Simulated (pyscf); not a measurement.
PySCF, gas phase, ωB97X-D3(BJ)/def2-SVP geometries.

### Question
Estimate the classical barrier height and the reaction energy of •H₂Si–AsH–SiH₃ + H₂ → H₃Si–AsH–SiH₃ + H• at ωB97M-D3(BJ)/def2-TZVP. The step runs on the doublet surface, breaks H–H and forms H–Si; take the separated reactants as zero.

### Answer
ΔE‡ = 17.9 kcal/mol, ΔE = +13.7 kcal/mol. Zero-point energy shifts the barrier by -1.0 kcal/mol. It is a hydrogen abstraction, with an imaginary mode of 911i cm⁻¹. •H₂Si–AsH–SiH₃ lies 17.8 kcal/mol over its isomer H₃Si–As•–SiH₃ (electronic energy, ωB97M-D3(BJ)/def2-TZVP). This is the saddle that the search found; another between the same sides may lie lower. The angle at the transferred H is 179°. Elements up to Kr have no core potential and no relativistic terms here.
